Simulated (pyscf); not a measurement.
H₂N–SiH₂–NH₂ → ammonia (NH₃) + H₂N–SiH: [singlet], a 1,1-elimination (singlet surface; N–Si, H–Si broken, H–N formed). Optimised with ωB97X-D3(BJ)/def2-SVP in PySCF. MP2 and CC: frozen core, UHF for open shells. ΔMP2 is the change of the MP2 total energy from the triple- to the quadruple-zeta basis. Energies in kcal/mol from the reactant's lowest minimum found.

Small-basis levels: PySCF, no dispersion term, spherical d functions. 

Problem. In single points B3LYP/6-31G* puts the saddle at 71.6 kcal/mol and the reaction energy at +45.8 kcal/mol. Should these be trusted to within a few kcal/mol? Compare with CCSD(T)/def2-TZVPP + ΔMP2(QZVPP).

Solution. CCSD(T)/def2-TZVPP + ΔMP2(QZVPP) gives ΔE‡ = 76.0 kcal/mol and ΔE = +51.0 kcal/mol. B3LYP/6-31G* lies 4.4 kcal/mol under it in the barrier and 5.3 kcal/mol under it in the reaction energy, so on this step it does not hold to within 3.0 kcal/mol. CCSD(T)/def2-TZVPP + ΔMP2(QZVPP) has limits of its own. On the product side the descent ends in an adduct with a N–Si contact, 15.0 kcal/mol under the separated species and 37.5 kcal/mol under the saddle at ωB97X-D3(BJ)/def2-TZVP. What is counted as broken (N–Si) persists as a longer contact in the product adduct; parting that adduct is a step of its own. The same reactants have a lower exit, to NH₃ + HN=SiH₂ (highest point, the separated products, at +68.3 kcal/mol at ωB97M-D3(BJ)/def2-TZVP, against +75.0 kcal/mol here). This is the saddle that the search found; another between the same sides may lie lower. The CCSD(T) − MP2 part came from Ansatz, without density fitting, on the same reference.
